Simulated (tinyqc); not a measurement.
CCD on RHF in the sto-3g basis, frozen core, for H2O, spin multiplicity 1, step by step. One step of it, computed by the program tinyqc.

Problem. Integrals over molecular orbitals. (pq|rs) = sum C_ip C_jq C_kr C_ls (ij|kl), one index at a time.

coefficients C:
```
              MO1        MO2        MO3        MO4       MO5        MO6        MO7
1O 1s    0.994498  -0.240294   0.000515   0.094009  0.000000  -0.105140  -0.001308
1O 2s    0.023658   0.894930  -0.002681  -0.478199  0.000000   0.622094   0.008161
1O 2px   0.000000   0.000000   0.000000   0.000000  1.000000   0.000000   0.000000
1O 2py   0.000009   0.000356   0.621250  -0.002305  0.000000  -0.009777   0.890515
1O 2pz   0.003072   0.081886   0.002714   0.723352  0.000000   0.765443   0.008935
2H 1s   -0.004324   0.139928   0.455947   0.342298  0.000000  -0.680121  -0.731595
3H 1s   -0.004304   0.139269  -0.454069   0.345707  0.000000  -0.694904   0.715426
```

core Hamiltonian H = T + V (hartree):
```
             1O 1s      1O 2s     1O 2px     1O 2py     1O 2pz      2H 1s      3H 1s
1O 1s   -32.553220  -7.573110   0.000000  -0.000028  -0.014762  -1.161588  -1.155653
1O 2s    -7.573110  -9.177759   0.000000  -0.000313  -0.181291  -2.770531  -2.760065
1O 2px    0.000000   0.000000  -7.327729   0.000000   0.000000   0.000000   0.000000
1O 2py   -0.000028  -0.000313   0.000000  -7.422776  -0.000209  -1.534299   1.530250
1O 2pz   -0.014762  -0.181291   0.000000  -0.000209  -7.401362  -1.401987  -1.396969
2H 1s    -1.161588  -2.770531   0.000000  -1.534299  -1.401987  -4.463988  -1.102938
3H 1s    -1.155653  -2.760065   0.000000   1.530250  -1.396969  -1.102938  -4.457527
```

Two-electron integrals (ij|kl) in chemists' order, unique and non-zero (hartree):
```
(11|11) 4.785065    (21|11) 0.741380    (21|21) 0.136873    (22|11) 1.118947
(22|21) 0.256633    (22|22) 0.817206    (31|31) 0.024477    (32|31) 0.037809
(32|32) 0.180518    (33|11) 1.115814    (33|21) 0.256684    (33|22) 0.817023
(33|33) 0.880159    (41|41) 0.024477    (42|41) 0.037809    (42|42) 0.180518
(43|43) 0.047444    (44|11) 1.115814    (44|21) 0.256684    (44|22) 0.817023
(44|33) 0.785270    (44|44) 0.880159    (51|51) 0.024477    (52|51) 0.037809
(52|52) 0.180518    (53|53) 0.047444    (54|54) 0.047444    (55|11) 1.115814
(55|21) 0.256684    (55|22) 0.817023    (55|33) 0.785270    (55|44) 0.785270
(55|55) 0.880159    (61|11) 0.114084    (61|21) 0.020902    (61|22) 0.038997
(61|33) 0.038921    (61|41) 0.000717    (61|42) 0.001352    (61|44) 0.039053
(61|51) 0.000632    (61|52) 0.001191    (61|54) 0.000117    (61|55) 0.039024
(61|61) 0.003233    (62|11) 0.298105    (62|21) 0.069319    (62|22) 0.246917
(62|33) 0.242569    (62|41) 0.003911    (62|42) 0.030804    (62|44) 0.249779
(62|51) 0.003444    (62|52) 0.027126    (62|54) 0.006350    (62|55) 0.248160
(62|61) 0.010811    (62|62) 0.095045    (63|31) 0.006999    (63|32) 0.041660
(63|43) 0.006275    (63|53) 0.005526    (63|63) 0.013035    (64|11) 0.167689
(64|21) 0.039473    (64|22) 0.150114    (64|33) 0.143422    (64|41) 0.008939
(64|42) 0.059235    (64|44) 0.160115    (64|51) 0.001708    (64|52) 0.015477
(64|54) 0.009174    (64|55) 0.146634    (64|61) 0.006407    (64|62) 0.070234
(64|64) 0.064340    (65|11) 0.147669    (65|21) 0.034761    (65|22) 0.132193
(65|33) 0.126299    (65|41) 0.001708    (65|42) 0.015477    (65|44) 0.129947
(65|51) 0.008503    (65|52) 0.055289    (65|54) 0.009488    (65|55) 0.140180
(65|61) 0.005642    (65|62) 0.061849    (65|64) 0.045180    (65|65) 0.052822
(66|11) 0.460367    (66|21) 0.108769    (66|22) 0.446025    (66|33) 0.428644
(66|41) 0.007445    (66|42) 0.082360    (66|44) 0.457701    (66|51) 0.006556
(66|52) 0.072528    (66|54) 0.025588    (66|55) 0.451177    (66|61) 0.017081
(66|62) 0.223315    (66|64) 0.188317    (66|65) 0.165835    (66|66) 0.774606
(71|11) 0.113496    (71|21) 0.020794    (71|22) 0.038798    (71|33) 0.038722
(71|41) -0.000714   (71|42) -0.001345   (71|44) 0.038854    (71|51) 0.000628
(71|52) 0.001183    (71|54) -0.000116   (71|55) 0.038824    (71|61) 0.003171
(71|62) 0.010445    (71|64) 0.005693    (71|65) 0.005457    (71|66) 0.016378
(71|71) 0.003199    (72|11) 0.296925    (72|21) 0.069046    (72|22) 0.245987
(72|33) 0.241653    (72|41) -0.003897   (72|42) -0.030711   (72|44) 0.248846
(72|51) 0.003428    (72|52) 0.027017    (72|54) -0.006328   (72|55) 0.247220
(72|61) 0.010458    (72|62) 0.076470    (72|64) 0.039142    (72|65) 0.048419
(72|66) 0.146388    (72|71) 0.010713    (72|72) 0.094378    (73|31) 0.006967
(73|32) 0.041486    (73|43) -0.006254   (73|53) 0.005502    (73|63) 0.010136
(73|73) 0.012935    (74|11) -0.167205   (74|21) -0.039360   (74|22) -0.149709
(74|33) -0.143037   (74|41) 0.008902    (74|42) 0.059025    (74|44) -0.159681
(74|51) -0.001702   (74|52) -0.015429   (74|54) 0.009140    (74|55) -0.146238
(74|61) -0.005707   (74|62) -0.039201   (74|64) -0.010371   (74|65) -0.024326
(74|66) -0.067978   (74|71) -0.006356   (74|72) -0.069817   (74|74) 0.063992
(75|11) 0.147093    (75|21) 0.034626    (75|22) 0.131702    (75|33) 0.125832
(75|41) -0.001702   (75|42) -0.015429   (75|44) 0.129470    (75|51) 0.008464
(75|52) 0.055059    (75|54) -0.009455   (75|55) 0.139652    (75|61) 0.005463
(75|62) 0.048421    (75|64) 0.024291    (75|65) 0.040346    (75|66) 0.101216
(75|71) 0.005591    (75|72) 0.061419    (75|74) -0.044916   (75|75) 0.052448
(76|11) 0.108011    (76|21) 0.025381    (76|22) 0.099173    (76|33) 0.096653
(76|41) -1.24e-06   (76|42) -0.000015   (76|44) 0.098399    (76|51) 0.001900
(76|52) 0.018295    (76|54) -3.74e-06   (76|55) 0.102356    (76|61) 0.003924
(76|62) 0.038840    (76|64) 0.024910    (76|65) 0.028423    (76|66) 0.098065
(76|71) 0.003904    (76|72) 0.038718    (76|74) -0.024873   (76|75) 0.028337
(76|76) 0.020303    (77|11) 0.459563    (77|21) 0.108580    (77|22) 0.445349
(77|33) 0.428010    (77|41) -0.007427   (77|42) -0.082219   (77|44) 0.457023
(77|51) 0.006533    (77|52) 0.072329    (77|54) -0.025523   (77|55) 0.450463
(77|61) 0.016434    (77|62) 0.146720    (77|64) 0.068029    (77|65) 0.101427
(77|66) 0.309202    (77|71) 0.016963    (77|72) 0.222375    (77|74) -0.187732
(77|75) 0.165151    (77|76) 0.098065    (77|77) 0.774606
```

Give: one-electron integrals over orbitals h = C^T H C; Two-electron integrals over orbitals.

Solution.

one-electron integrals over orbitals h = C^T H C (hartree):
```
         1       2       3       4       5       6       7
1  -32.537   0.570  -0.001  -0.211   0.000   0.240   0.003
2    0.570  -7.556   0.002   0.541   0.000  -1.182  -0.015
3   -0.001   0.002  -5.988  -0.004   0.000   0.016  -1.760
4   -0.211   0.541  -0.004  -6.495   0.000  -1.367  -0.008
5    0.000   0.000   0.000   0.000  -7.328   0.000   0.000
6    0.240  -1.182   0.016  -1.367   0.000  -5.346   0.001
7    0.003  -0.015  -1.760  -0.008   0.000   0.001  -5.453
```

Two-electron integrals over orbitals (pq|rs), unique and non-zero (hartree); the lowest 1 orbital is frozen and left out:
```
(22|22) 0.725       (32|22) 8.33e-05    (32|32) 0.129       (33|22) 0.616
(33|32) 4.78e-05    (33|33) 0.592       (42|22) -0.027      (42|32) 1.10e-04
(42|33) 2.95e-03    (42|42) 0.129       (43|22) 3.72e-04    (43|32) 0.027
(43|33) 3.49e-04    (43|42) -5.03e-04   (43|43) 0.058       (44|22) 0.653
(44|32) -5.54e-04   (44|33) 0.563       (44|42) -0.089      (44|43) 2.19e-04
(44|44) 0.684       (52|52) 0.151       (53|52) -2.44e-04   (53|53) 0.027
(54|52) -0.045      (54|53) 1.22e-04    (54|54) 0.047       (55|22) 0.756
(55|32) -3.53e-04   (55|33) 0.602       (55|42) -0.083      (55|43) 5.19e-04
(55|44) 0.680       (55|55) 0.880       (62|22) 0.130       (62|32) -6.00e-04
(62|33) 0.068       (62|42) 0.034       (62|43) 2.89e-04    (62|44) 0.056
(62|55) 0.138       (62|62) 0.095       (63|22) -1.63e-03   (63|32) -0.032
(63|33) -1.12e-03   (63|42) 7.53e-04    (63|43) -0.037      (63|44) -8.43e-04
(63|55) -1.91e-03   (63|62) -8.95e-04   (63|63) 0.071       (64|22) 0.132
(64|32) 6.60e-04    (64|33) 0.052       (64|42) -0.057      (64|43) 7.31e-04
(64|44) 0.132       (64|55) 0.156       (64|62) 0.057       (64|63) -1.76e-03
(64|64) 0.105       (65|52) 0.049       (65|53) -2.79e-04   (65|54) 0.007
(65|65) 0.034       (66|22) 0.598       (66|32) -1.62e-03   (66|33) 0.550
(66|42) 0.044       (66|43) -1.35e-03   (66|44) 0.548       (66|55) 0.583
(66|62) 0.094       (66|63) 8.99e-04    (66|64) 0.057       (66|66) 0.585
(72|22) 1.66e-03    (72|32) 0.055       (72|33) 5.32e-04    (72|42) 6.02e-05
(72|43) -0.032      (72|44) 9.89e-04    (72|55) 1.73e-03    (72|62) 3.60e-04
(72|63) 0.030       (72|64) 8.04e-04    (72|66) 1.19e-03    (72|72) 0.068
(73|22) 0.165       (73|32) -9.80e-04   (73|33) 0.089       (73|42) -0.081
(73|43) -1.15e-04   (73|44) 0.135       (73|55) 0.203       (73|62) 0.066
(73|63) -6.03e-04   (73|64) 0.107       (73|66) 0.047       (73|72) 1.11e-03
(73|73) 0.163       (74|22) 6.61e-04    (74|32) -0.073      (74|33) 2.20e-04
(74|42) -7.69e-05   (74|43) -0.017      (74|44) 1.03e-03    (74|55) 8.93e-04
(74|62) 6.28e-04    (74|63) 0.055       (74|64) -2.77e-04   (74|66) 1.77e-03
(74|72) -0.016      (74|73) 1.41e-03    (74|74) 0.073       (75|52) 6.13e-04
(75|53) 0.024       (75|54) -3.11e-05   (75|65) 1.17e-04    (75|75) 0.024
(76|22) 1.84e-04    (76|32) 0.082       (76|33) 4.62e-05    (76|42) 4.54e-04
(76|43) 0.063       (76|44) -6.54e-04   (76|55) -9.52e-05   (76|62) 4.07e-04
(76|63) -0.062      (76|64) 1.01e-03    (76|66) -1.93e-03   (76|72) -0.006
(76|73) -1.30e-03   (76|74) -0.062      (76|76) 0.109       (77|22) 0.602
(77|32) 1.84e-03    (77|33) 0.579       (77|42) -0.016      (77|43) 1.46e-03
(77|44) 0.570       (77|55) 0.601       (77|62) 0.058       (77|63) -2.27e-03
(77|64) 0.050       (77|66) 0.549       (77|72) 6.54e-04    (77|73) 0.089
(77|74) -1.21e-03   (77|76) 2.06e-03    (77|77) 0.588
```
